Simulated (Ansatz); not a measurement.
Relaxation of AlFH₂N (5 atoms, charge 0, multiplicity 2), to a largest force component of 0.02 eV/Å in at most 40 steps.

These are results of UKS B3LYP/6-31G* in Ansatz, not measurements.

```xyz
5
Properties=species:S:1:pos:R:3:forces:R:3
N -0.745 0.439 -0.174 1.52 1.92 -0.76
Al 0.399 -0.353 1.048 1.18 -1.66 -1.15
F 1.441 -1.688 0.486 -1.51 1.78 0.84
H -0.426 1.494 -0.267 -1.03 -2.44 0.20
H -0.620 0.036 -1.135 -0.16 0.40 0.88
```

Question: Where does it end, and by what steps?

Answer: It converged. After 7 steps the energy has fallen by 0.517 eV; H4 moved furthest, 0.41 Å.

| step | energy less start (eV) | largest force component (eV/Å) | accepted |
| --- | --- | --- | --- |
| 0 | 0.0000 | 2.438 | yes |
| 1 | -0.2241 | 2.013 | yes |
| 2 | -0.3798 | 1.318 | yes |
| 3 | -0.4906 | 0.210 | yes |
| 4 | -0.4942 | 0.266 | yes |
| 5 | -0.4994 | 0.576 | yes |
| 6 | -0.5167 | 0.057 | yes |
| 7 | -0.5169 | 0.006 | yes |

```xyz
5
Properties=species:S:1:pos:R:3
N -0.388 0.503 -0.274
Al 0.616 -0.299 0.962
F 1.245 -1.800 0.611
H -0.815 1.413 -0.158
H -0.607 0.110 -1.183
```

The run took 33 s on 1 thread of Arm Neoverse N1, with other jobs on the host, peak memory 0.14 GiB.
